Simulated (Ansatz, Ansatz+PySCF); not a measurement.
```xyz
2

Na    0.0020   -0.0251   -1.5195
Na    0.0330   -0.0371    1.5571
```

RHF-MP2 on singlet Na₂ was run in several spherical basis sets with Ansatz (development build ahead of 0.2.0). Frozen core: 2 orbitals.

Problem. Rank the basis sets by the total energy that they give, lowest first, with the distance from the lowest.
A. cc-pVDZ
B. 6-31G(d)
C. STO-3G
D. def2-SVP
E. 6-31G
F. aug-cc-pVDZ
G. def2-TZVP

Solution. G (0.00 eV), F (8.83 eV), A (8.86 eV), B (9.43 eV), E (9.56 eV), D (12.18 eV), C (125.39 eV).

Totals follow the description of the cores as much as that of the bonds, so this order isn't one of quality for chemistry.
